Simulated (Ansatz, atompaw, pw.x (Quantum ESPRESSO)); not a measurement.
## Equation-of-state test of one PAW (atompaw) potential (hydrogen (H))

```
Element                 : hydrogen
Generator               : atompaw 4.2.0.5
Type                    : PAW
Functional              : PBEsol
Relativity              : scalar-relativistic
Frozen core             : none
Valence charge          : 1
Reference configuration : 1s1
Partial waves           : 1s (bound): rc 1.25 bohr; 1s channel at 0.4 Ry: rc 1.25 bohr; 2p channel at -0.1 Ry: rc 1.25 bohr; 2p channel at 0.7 Ry: rc 1.25 bohr
Local potential         : ultrasoft scheme with l = 2 at 0 Ry, radius 1.10 bohr
Core correction         : none
Augmentation charge     : gaussian compensation charge, radius 1.20 bohr; PAW radius 1.25 bohr; waves and projectors: custom rrkj gramschmidtortho
```

Crystal test: bcc H in pw.x 7.5, no spin, 18³ k-points, Fermi–Dirac smearing 0.01 Ry, cutoffs 40/400 Ry. The reference is all-electron LAPW (Ansatz 0.2.0) with the same functional, mesh and smearing; V0 and B0 come from Birch–Murnaghan fits to the pressures at five volumes. Errors are pseudo minus all-electron; Δ is the rms difference of the E(V) curves that follow from these fits, minima aligned, over ±6 % about the mean V0. Mesh and smearing are coarse, so the numbers serve the comparison and aren't converged zero-temperature values; the lattice is a test structure that the element need not adopt.

| V (Å³/atom) | P all-electron (GPa) | P pseudo (GPa) |
| --- | --- | --- |
| 2.828 | 3.50 | 3.34 |
| 2.903 | 0.38 | 0.23 |
| 2.977 | -2.42 | -2.56 |
| 3.051 | -4.93 | -5.07 |
| 3.126 | -7.19 | -7.33 |

All-electron: a0 = 1.799 Å (V0 = 2.91 Å³/atom), B0 = 114.0 GPa.

Pseudopotential: mean pressure error (GPa): -0.15; a0 (Å): 1.798; a0 error (%): -0.05; B0 error (%): +0.1; Δ (meV/atom): 0.1.

Q: At the middle volume, how do free energy and pressure move when the wave cutoff is lowered (ecutrho held at 400 Ry)?

A:

```json
{"cutoff (Ry)": "18", "shift of F (meV/atom)": "+49.5", "shift of P (GPa)": "-6.64"}
{"cutoff (Ry)": "24", "shift of F (meV/atom)": "+12.3", "shift of P (GPa)": "-2.19"}
{"cutoff (Ry)": "32", "shift of F (meV/atom)": "+0.8", "shift of P (GPa)": "-0.25"}
```

The run at the middle volume (195 k-points, 3 iterations) took about 1.2 s on one core of a shared host (AMD EPYC 9R45 96-Core Processor, 96 threads, 376 GiB, load 34).
